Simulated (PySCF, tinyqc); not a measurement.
Worked calculation: CIS and TDHF on RHF in the sto-3g basis, frozen core, for LiH, spin multiplicity 1. The lowest restricted solution is unstable here: a spin-polarised one lies 0.0026 hartree lower (PySCF). Computed by tinyqc, a small Python program that keeps every step (integrals from PySCF). Settings: charge = 0, multiplicity = 1, basis = sto-3g, method = RHF, frozen orbitals = 1, energy threshold = 1e-10, iteration cap = 51, orthogonalisation = symmetric, start = atomic densities, DIIS depth = 6, TDHF = 1. Command: `OMP_NUM_THREADS=1 python tinyqc.py 22788 22789 out.jsonl` (the two numbers bound the seeds that draw the settings). One thread of a shared host (Intel(R) Xeon(R) Processor @ 2.60GHz), about 0.08 s of CPU time with the checks. The early iterations of the SCF are left out here.

## One-electron integrals

Geometry (angstrom):
```
atom         x         y         z
Li    0.000000  0.000000  0.000000
H     0.000000  0.000000  2.149000
```

Basis sto-3g: exponents (1/bohr^2) and contraction coefficients of normalised primitives:
```
element  l (shell)   exponent  coefficient
Li           s (1)  16.119575     0.154329
Li           s (1)   2.936201     0.535328
Li           s (1)   0.794651     0.444635
Li           s (2)   0.636290    -0.099967
Li           s (2)   0.147860     0.399513
Li           s (2)   0.048089     0.700115
Li           p (3)   0.636290     0.155916
Li           p (3)   0.147860     0.607684
Li           p (3)   0.048089     0.391957
H            s (1)   3.425251     0.154329
H            s (1)   0.623914     0.535328
H            s (1)   0.168855     0.444635
```

Overlap, kinetic and nuclear-attraction integrals over the contracted functions; the nuclear repulsion is the sum of Za Zb / Rab.

nuclear repulsion = 0.73873040 hartree

overlap S:
```
           1Li 1s    1Li 2s   1Li 2px   1Li 2py   1Li 2pz     2H 1s
1Li 1s   1.000000  0.241137  0.000000  0.000000  0.000000  0.019586
1Li 2s   0.241137  1.000000  0.000000  0.000000  0.000000  0.265788
1Li 2px  0.000000  0.000000  1.000000  0.000000  0.000000  0.000000
1Li 2py  0.000000  0.000000  0.000000  1.000000  0.000000  0.000000
1Li 2pz  0.000000  0.000000  0.000000  0.000000  1.000000  0.383720
2H 1s    0.019586  0.265788  0.000000  0.000000  0.383720  1.000000
```

kinetic energy T (hartree):
```
            1Li 1s     1Li 2s   1Li 2px   1Li 2py   1Li 2pz      2H 1s
1Li 1s    3.576786  -0.020237  0.000000  0.000000  0.000000  -0.007490
1Li 2s   -0.020237   0.102163  0.000000  0.000000  0.000000   0.013511
1Li 2px   0.000000   0.000000  0.319682  0.000000  0.000000   0.000000
1Li 2py   0.000000   0.000000  0.000000  0.319682  0.000000   0.000000
1Li 2pz   0.000000   0.000000  0.000000  0.000000  0.319682   0.056028
2H 1s    -0.007490   0.013511  0.000000  0.000000  0.056028   0.760032
```

nuclear attraction V (hartree):
```
            1Li 1s     1Li 2s    1Li 2px    1Li 2py    1Li 2pz      2H 1s
1Li 1s   -8.229125  -1.023721   0.000000   0.000000  -0.008928  -0.079789
1Li 2s   -1.023721  -1.442844   0.000000   0.000000  -0.090611  -0.421773
1Li 2px   0.000000   0.000000  -1.410224   0.000000   0.000000   0.000000
1Li 2py   0.000000   0.000000   0.000000  -1.410224   0.000000   0.000000
1Li 2pz  -0.008928  -0.090611   0.000000   0.000000  -1.479221  -0.615518
2H 1s    -0.079789  -0.421773   0.000000   0.000000  -0.615518  -1.965221
```

core Hamiltonian H = T + V (hartree):
```
            1Li 1s     1Li 2s    1Li 2px    1Li 2py    1Li 2pz      2H 1s
1Li 1s   -4.652338  -1.043959   0.000000   0.000000  -0.008928  -0.087279
1Li 2s   -1.043959  -1.340681   0.000000   0.000000  -0.090611  -0.408262
1Li 2px   0.000000   0.000000  -1.090543   0.000000   0.000000   0.000000
1Li 2py   0.000000   0.000000   0.000000  -1.090543   0.000000   0.000000
1Li 2pz  -0.008928  -0.090611   0.000000   0.000000  -1.159540  -0.559490
2H 1s    -0.087279  -0.408262   0.000000   0.000000  -0.559490  -1.205189
```

## Two-electron integrals

Functions are numbered as in S; the eight-fold symmetry (ij|kl) = (ji|kl) = (kl|ij) leaves the list below.

Two-electron integrals (ij|kl) in chemists' order, unique and non-zero (hartree):
```
(11|11) 1.680395   (21|11) 0.265420   (21|21) 0.049941   (22|11) 0.397727
(22|21) 0.092860   (22|22) 0.290562   (31|31) 0.008981   (32|31) 0.013788
(32|32) 0.064184   (33|11) 0.396640   (33|21) 0.092880   (33|22) 0.290497
(33|33) 0.312946   (41|41) 0.008981   (42|41) 0.013788   (42|42) 0.064184
(43|43) 0.016869   (44|11) 0.396640   (44|21) 0.092880   (44|22) 0.290497
(44|33) 0.279207   (44|44) 0.312946   (51|51) 0.008981   (52|51) 0.013788
(52|52) 0.064184   (53|53) 0.016869   (54|54) 0.016869   (55|11) 0.396640
(55|21) 0.092880   (55|22) 0.290497   (55|33) 0.279207   (55|44) 0.279207
(55|55) 0.312946   (61|11) 0.020504   (61|21) 0.003902   (61|22) 0.007473
(61|33) 0.007382   (61|44) 0.007382   (61|51) 0.000509   (61|52) 0.000994
(61|55) 0.007659   (61|61) 0.000339   (62|11) 0.081302   (62|21) 0.019370
(62|22) 0.068701   (62|33) 0.064705   (62|44) 0.064705   (62|51) 0.002989
(62|52) 0.021644   (62|55) 0.076630   (62|61) 0.001845   (62|62) 0.032143
(63|31) 0.001154   (63|32) 0.006259   (63|53) 0.002901   (63|63) 0.001704
(64|41) 0.001154   (64|42) 0.006259   (64|54) 0.002901   (64|64) 0.001704
(65|11) 0.111287   (65|21) 0.026679   (65|22) 0.097165   (65|33) 0.090484
(65|44) 0.090484   (65|51) 0.004592   (65|52) 0.033426   (65|55) 0.110438
(65|61) 0.002597   (65|62) 0.048740   (65|65) 0.074366   (66|11) 0.246172
(66|21) 0.059329   (66|22) 0.232065   (66|33) 0.212555   (66|44) 0.212555
(66|51) 0.008860   (66|52) 0.084118   (66|55) 0.270973   (66|61) 0.005706
(66|62) 0.142835   (66|65) 0.222455   (66|66) 0.774606
```

## Orthogonalisation

S = U s U^T; symmetric (Loewdin) form X = U s^(-1/2) U^T, so that X^T S X = 1.

eigenvalues of S: 0.515476  0.805180  1.000000  1.000000  1.182581  1.496764

X:
```
            1Li 1s     1Li 2s   1Li 2px   1Li 2py    1Li 2pz      2H 1s
1Li 1s    1.023437  -0.129641  0.000000  0.000000  -0.006255   0.018181
1Li 2s   -0.129641   1.056385  0.000000  0.000000   0.047107  -0.158933
1Li 2px   0.000000   0.000000  1.000000  0.000000   0.000000   0.000000
1Li 2py   0.000000   0.000000  0.000000  1.000000   0.000000   0.000000
1Li 2pz  -0.006255   0.047107  0.000000  0.000000   1.066036  -0.223777
2H 1s     0.018181  -0.158933  0.000000  0.000000  -0.223777   1.098346
```

## Starting guess

The start is atomic minimal-basis densities projected into this basis (PySCF's MINAO start) and scaled to the electron count of each spin; this density is not idempotent, so its energy is not variational and may lie below the converged one.

D at the start:
```
            1Li 1s     1Li 2s   1Li 2px   1Li 2py    1Li 2pz      2H 1s
1Li 1s    2.075018  -0.223386  0.000000  0.000000   0.005568  -0.021457
1Li 2s   -0.223386   1.016101  0.000000  0.000000  -0.006637   0.096487
1Li 2px   0.000000   0.000000  0.000000  0.000000   0.000000   0.000000
1Li 2py   0.000000   0.000000  0.000000  0.000000   0.000000   0.000000
1Li 2pz   0.005568  -0.006637  0.000000  0.000000   0.003220   0.053153
2H 1s    -0.021457   0.096487  0.000000  0.000000   0.053153   0.922153
```

## Iteration 8 (converged): orbitals

converged F (hartree):
```
            1Li 1s     1Li 2s   1Li 2px   1Li 2py    1Li 2pz      2H 1s
1Li 1s   -2.363729  -0.642623  0.000000  0.000000   0.014086  -0.054138
1Li 2s   -0.642623  -0.209437  0.000000  0.000000  -0.064104  -0.198075
1Li 2px   0.000000   0.000000  0.160618  0.000000   0.000000   0.000000
1Li 2py   0.000000   0.000000  0.000000  0.160618   0.000000   0.000000
1Li 2pz   0.014086  -0.064104  0.000000  0.000000   0.055338  -0.193838
2H 1s    -0.054138  -0.198075  0.000000  0.000000  -0.193838  -0.080257
```

Diagonalise F' = X^T F X, C = X C', fill 2 alpha and 2 beta electrons from the bottom; D = 2 C_occ C_occ^T. Each column has its largest component positive (the first on a tie).

F' = X^T F X (hartree):
```
           1          2         3         4          5          6
1  -2.310163  -0.360855  0.000000  0.000000   0.011574   0.021092
2  -0.360855  -0.038706  0.000000  0.000000   0.003040  -0.199250
3   0.000000   0.000000  0.160618  0.000000   0.000000   0.000000
4   0.000000   0.000000  0.000000  0.160618   0.000000   0.000000
5   0.011574   0.003040  0.000000  0.000000   0.148571  -0.234366
6   0.021092  -0.199250  0.000000  0.000000  -0.234366   0.061195
```

orbital energies (hartree): MO1 -2.366199, MO2 -0.237312, MO3 0.070990, MO4 0.160618, MO5 0.160618, MO6 0.393419

coefficients C:
```
               MO1        MO2        MO3       MO4        MO5        MO6
1Li 1s    0.991480  -0.149211  -0.215312  0.000000   0.000000   0.113770
1Li 2s    0.033289   0.499493   0.799114  0.000000   0.000000  -0.520626
1Li 2px   0.000000   0.000000   0.000000  0.950990  -0.309222   0.000000
1Li 2py   0.000000   0.000000   0.000000  0.309222   0.950990   0.000000
1Li 2pz  -0.004442   0.325724  -0.590796  0.000000   0.000000  -0.856511
2H 1s    -0.001506   0.595486  -0.203604  0.000000   0.000000   0.941259
```

D after iteration 8:
```
            1Li 1s     1Li 2s   1Li 2px   1Li 2py    1Li 2pz      2H 1s
1Li 1s    2.010593  -0.083050  0.000000  0.000000  -0.106011  -0.180692
1Li 2s   -0.083050   0.501202  0.000000  0.000000   0.325098   0.594782
1Li 2px   0.000000   0.000000  0.000000  0.000000   0.000000   0.000000
1Li 2py   0.000000   0.000000  0.000000  0.000000   0.000000   0.000000
1Li 2pz  -0.106011   0.325098  0.000000  0.000000   0.212231   0.387941
2H 1s    -0.180692   0.594782  0.000000  0.000000   0.387941   0.709212
```

Within a degenerate level the vectors are fixed only up to a rotation; this is one choice.

## Convergence

Stop when the energy changes by less than 1e-10 hartree and every element of the error matrix X^T (F D S - S D F) X is below 3e-06.

Course of the cycle:
```
iteration  E (hartree)     change  largest element of the error matrix
1          -7.63066137          -                             1.02e-01
2          -7.80261719  -1.72e-01                             7.91e-02
3          -7.81179387  -9.18e-03                             3.31e-02
4          -7.81384664  -2.05e-03                             5.92e-03
5          -7.81406059  -2.14e-04                             8.98e-04
6          -7.81406479  -4.21e-06                             6.73e-05
7          -7.81406481  -2.01e-08                             7.46e-07
8          -7.81406481  -3.91e-12                             4.68e-08
```

PySCF RHF in the same basis = -7.81406481 hartree

Converged in 8 iterations.

## Populations, bond orders and dipole

Mulliken: Z minus the diagonal of D S on the atom; Loewdin: the same with S^(1/2) D S^(1/2); Mayer order: 2 sum_s sum (D(s) S)_ij (D(s) S)_ji over the two atoms.

Charges (e):
```
atom   Mulliken    Loewdin
1Li    0.012619   0.010436
2H    -0.012619  -0.010436
```

Mayer bond orders:
```
pair     order
2-1   0.999841
```

dipole moment about the origin, x y z (debye): 0.000000  0.000000  -5.068149

## Integrals over molecular orbitals

(pq|rs) = sum C_ip C_jq C_kr C_ls (ij|kl), one index at a time.

one-electron integrals over orbitals h = C^T H C (hartree):
```
           1          2          3          4          5          6
1  -4.643423   0.095657   0.161611   0.000000   0.000000  -0.052300
2   0.095657  -1.305860   0.014126   0.000000   0.000000   0.042634
3   0.161611   0.014126  -1.093373   0.000000   0.000000   0.020028
4   0.000000   0.000000   0.000000  -1.090543   0.000000   0.000000
5   0.000000   0.000000   0.000000   0.000000  -1.090543   0.000000
6  -0.052300   0.042634   0.020028   0.000000   0.000000  -1.013862
```

Two-electron integrals over orbitals (pq|rs), unique and non-zero (hartree); the lowest 1 orbital is frozen and left out:
```
(22|22) 0.450605    (32|22) -0.059780   (32|32) 0.021690    (33|22) 0.213043
(33|32) 0.014619    (33|33) 0.328304    (42|42) 0.021195    (43|42) 0.020344
(43|43) 0.041380    (44|22) 0.244740    (44|32) 0.013785    (44|33) 0.279559
(44|44) 0.312946    (52|52) 0.021195    (53|52) 0.020344    (53|53) 0.041380
(54|54) 0.016869    (55|22) 0.244740    (55|32) 0.013785    (55|33) 0.279559
(55|44) 0.279207    (55|55) 0.312946    (62|22) 0.107871    (62|32) -0.044698
(62|33) -0.018539   (62|44) -0.037124   (62|55) -0.037124   (62|62) 0.130722
(63|22) -0.058113   (63|32) 0.017706    (63|33) 0.036715    (63|44) 0.008155
(63|55) 0.008155    (63|62) -0.039512   (63|63) 0.031404    (64|42) -0.018412
(64|43) -0.011911   (64|64) 0.019201    (65|52) -0.018412   (65|53) -0.011911
(65|65) 0.019201    (66|22) 0.422304    (66|32) -0.049308   (66|33) 0.238703
(66|44) 0.258285    (66|55) 0.258285    (66|62) 0.097780    (66|63) -0.046585
(66|66) 0.417988
```

## CIS matrix, singlets

A(ia,jb) = (e_a - e_i) d_ij d_ab + 2 (ia|jb) - (ij|ab).

CIS matrix A, singlet (hartree):
```
           2>3       2>4       2>5        2>6
2>3   0.138638  0.000000  0.000000  -0.031282
2>4   0.000000  0.195581  0.000000   0.000000
2>5   0.000000  0.000000  0.195581   0.000000
2>6  -0.031282  0.000000  0.000000   0.469872
```

## CIS singlet states

dipole integrals <i|r|a> (bohr):
```
             x         y          z
2>3   0.000000  0.000000  -0.789343
2>4   0.946280  0.307690   0.000000
2>5  -0.307690  0.946280   0.000000
2>6   0.000000  0.000000   1.089034
```

Diagonalise A (1 hartree = 27.211386 eV); each vector has its largest component positive (the first on a tie). The transition dipole is mu = sqrt2 sum c_ia <i|r|a>.

singlet excitation energies (eV): 3.692851  5.322034  5.322034  12.865546

lowest vectors:
```
      state 1   state 2    state 3    state 4
2>3  0.995647  0.000000   0.000000  -0.093206
2>4  0.000000  0.093029   0.995663   0.000000
2>5  0.000000  0.995663  -0.093029   0.000000
2>6  0.093206  0.000000   0.000000   0.995647
```

oscillator strengths 2/3 w |mu|^2: 0.084757  0.258198  0.258198  0.845146

Within a degenerate level the vectors are fixed only up to a rotation; this is one choice.

## TDHF (RPA) singlet states

B(ia,jb) = 2 (ia|jb) - (ib|ja); the squared energies are the eigenvalues of (A - B)(A + B); 1 hartree = 27.211386 eV.

TDHF matrix B, singlet (hartree):
```
           2>3       2>4       2>5        2>6
2>3   0.021690  0.000000  0.000000  -0.044698
2>4   0.000000  0.021195  0.000000   0.000000
2>5   0.000000  0.000000  0.021195   0.000000
2>6  -0.044698  0.000000  0.000000   0.130722
```

squared energies w^2 (hartree^2): 0.017625  0.037803  0.037803  0.202778

TDHF energies from the positive w^2 (eV): 3.612568  5.290690  5.290690  12.253512

## CIS matrix, triplets

A(ia,jb) = (e_a - e_i) d_ij d_ab - (ij|ab).

CIS matrix A, triplet (hartree):
```
          2>3       2>4       2>5       2>6
2>3  0.095259  0.000000  0.000000  0.058113
2>4  0.000000  0.153190  0.000000  0.000000
2>5  0.000000  0.000000  0.153190  0.000000
2>6  0.058113  0.000000  0.000000  0.208427
```

## CIS triplet states

Diagonalise A (1 hartree = 27.211386 eV); each vector has its largest component positive (the first on a tie).

triplet excitation energies (eV): 1.924737  4.168520  4.168520  6.338990

lowest vectors:
```
       state 1   state 2    state 3   state 4
2>3   0.921308  0.000000   0.000000  0.388833
2>4   0.000000  0.767754  -0.640745  0.000000
2>5   0.000000  0.640745   0.767754  0.000000
2>6  -0.388833  0.000000   0.000000  0.921308
```

Within a degenerate level the vectors are fixed only up to a rotation; this is one choice.

## TDHF (RPA) triplet states

B(ia,jb) = - (ib|ja); the squared energies are the eigenvalues of (A - B)(A + B); 1 hartree = 27.211386 eV.

TDHF matrix B, triplet (hartree):
```
           2>3        2>4        2>5        2>6
2>3  -0.021690   0.000000   0.000000   0.044698
2>4   0.000000  -0.021195   0.000000   0.000000
2>5   0.000000   0.000000  -0.021195   0.000000
2>6   0.044698   0.000000   0.000000  -0.130722
```

squared energies w^2 (hartree^2): -0.004535  0.023018  0.023018  0.042251

TDHF energies from the positive w^2 (eV): 4.128428  4.128428  5.593338

A + B or A - B has a negative eigenvalue: the restricted solution is unstable towards a spin-polarised one, a negative w^2 means an imaginary energy, and the lowest roots have no physical meaning.
